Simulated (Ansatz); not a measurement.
Basis-set extrapolation for `N#CCF` (PBE0-D4/def2-TZVP geometry, frozen core, Ansatz 0.2.0). Multiplicity 1, RHF reference.

```csv
,def2-TZVPP,def2-QZVPP
HF,-230.858362,-230.868042
MP2 correlation,-0.749436,-0.806593
CCSD(T) correlation,-0.792373,not run
```

Energies in hartree. Use E(X) = E(∞) + A·exp(−7.88·√X) for Hartree–Fock and E(X) = E(∞) + B·X^(−2.97) for correlation, with X = 3 and 4, and add CCSD(T) minus MP2 of the smaller set to the MP2 limit.

Question: What is the CCSD(T) energy at the basis-set limit?

Answer: HF limit: -230.868042 + (-0.009680) × 0.13774 = -230.86938. MP2 limit: -0.806593 + (-0.057157) × 0.74074 = -0.84893. Higher-order term: -0.792373 − (-0.749436) = -0.04294. Total: -231.76125 hartree, 69.3 kcal/mol below CCSD(T)/def2-TZVPP.
